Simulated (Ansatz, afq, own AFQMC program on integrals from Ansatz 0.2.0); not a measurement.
**GeH3O, doublet in cc-pVDZ along one coordinate**

| atom | x (Å) | y (Å) | z (Å) |
| --- | --- | --- | --- |
| Ge | -0.0355 | -0.0143 | 0.3240 |
| O | 0.0804 | 0.1095 | -1.4538 |
| H | 0.7510 | -1.2726 | 0.7957 |
| H | 0.6191 | 1.2927 | 0.8260 |
| H | -0.0874 | -0.7275 | -1.8934 |

One side is turned about Ge1–O2. Energies in mEh count from this geometry (0.000 °) at the same level; the start stands on UHF, each point on the determinant named.

Basis cc-pVDZ. Only valence electrons are correlated. Ansatz 0.2.0 and our own AFQMC program on the same integrals; the CISD trial comes from CCSD amplitudes, and released means the phaseless constraint is let go. ± is one standard error of the sampling. No spin–orbit coupling.

Cautions, each for one point or more: inner d shell frozen; no relativity below Rb; no spin-orbit coupling.

| twist about Ge1–O2 / ° | det. | T1 | weight | ⟨S²⟩ | CCSD(T) | ph-AFQMC/CISD | released AFQMC | PBE0 | CCSD |
| --- | --- | --- | --- | --- | --- | --- | --- | --- | --- |
| 17.700 | UHF | 0.017 | 0.89 | 0.75 | 0.1 | -0.4 ± 0.7 | 0.3 ± 0.9 | 0.2 | 0.1 |
| 42.700 | UHF | 0.016 | 0.89 | 0.75 | 1.2 | 1.3 ± 0.8 | 1.1 ± 1.1 | 1.5 | 1.1 |
| 75.000 | UHF | 0.015 | 0.89 | 0.75 | 2.7 | 2.8 ± 1.0 | 4.0 ± 1.2 | 3.1 | 2.5 |
| 120.000 | UHF | 0.017 | 0.89 | 0.75 | 2.0 | 3.0 ± 0.8 | 2.1 ± 1.3 | 2.1 | 1.9 |

Weight is that of the determinant in the CISD state; at the start T1 is 0.017 and the weight 0.89, and ⟨S²⟩ is 0.75. Symmetry can't show for every point that it stays on the start's state. Largest departures from phaseless AFQMC with a CISD trial: CCSD(T) -1.0 mEh at 120.000 (on UHF) (within the noise), released AFQMC 1.2 mEh at 75.000 (on UHF) (within the noise), CCSD -1.1 mEh at 120.000 (on UHF) (within the noise). The walk's constraint bias lies outside its error bars, so these are departures and not errors. The functionals aren't scored here. In this small basis the wave-function levels are far from their limit, so their gap to the functionals isn't the functionals' error.

Some points may be missing: those where a free walk finds a much lower state, and past Zn most of those on another determinant than at the start.

Released energies are given only where the last usable release times agree within the noise; a slower fall can still hide under it.
